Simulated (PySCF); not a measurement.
One molecule, one basis, several functionals.

C₄H₈FN.
Numbering: `[CH3:1][C@@H:2]1[NH:3][CH2:4][C@H:5]1[F:6]` (hydrogens: H7, H8, H9 on C1; H10 on C2; H11 on N3; H12, H13 on C4; H14 on C5)

PySCF, def2-SVPD basis, density fitting, gas phase, PBE0-D3(BJ)/def2-SVP geometry; singlet excitations by full TDDFT with frozen cores, triplets by Tamm–Dancoff TDDFT and ionisation energies by ΔSCF, from the lowest of the holes tried. One functional is left out:

```
functional  exact exchange (%)  HOMO energy (eV)  LUMO energy (eV)  lowest singlet excitation (eV)  lowest triplet excitation (eV)  dipole moment (D)  mean polarisability (au)  vertical ionisation energy (eV)
       LDA                   0             -5.25             -0.20                            5.10                            4.98              2.584                      59.3                             8.74
       PBE                   0             -5.16             -0.09                            5.11                            4.97              2.504                      58.7                             8.58
     B3LYP                  20             -6.38              0.32                            5.72                            5.54              2.616                      56.7                             8.83
 BHandHLYP                  50             -7.99              1.11                            6.51                            6.24              2.726                      54.4                             8.78
```

Question: Predict the row of PBE0 (25 % exact exchange) by straight lines through the other rows, and check it.

Answer: 
| property | line | computed | computed − line | B3LYP (20 %), for comparison |
| --- | --- | --- | --- | --- |
| HOMO energy (eV) | -6.61 | -6.59 | +0.02 | -6.38 |
| LUMO energy (eV) | 0.47 | 0.63 | +0.16 | 0.32 |
| lowest singlet excitation (eV) | 5.82 | 5.97 | +0.15 | 5.72 |
| lowest triplet excitation (eV) | 5.62 | 5.76 | +0.14 | 5.54 |
| dipole moment (D) | 2.635 | 2.612 | -0.023 | 2.616 |
| mean polarisability (au) | 56.6 | 56.0 | -0.6 | 56.7 |
| vertical ionisation energy (eV) | 8.75 | 8.76 | +0.01 | 8.83 |
